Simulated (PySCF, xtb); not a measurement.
pyrrole (C4H5N), SMILES c1cc[nH]c1.

GFN2-xTB (xtb) at its own geometry gives an orbital gap of 5.06 eV and a dipole moment of 2.10 D.

Geometry optimised at B3LYP-D3(BJ)/def2-SVP.

Question: What does r2SCAN/def2-TZVP in PySCF give? (An estimate is asked for; the answer gives what the named calculation found.)

Answer: gap 5.46 eV (levels -5.23 and 0.23 eV), dipole 1.95 D.
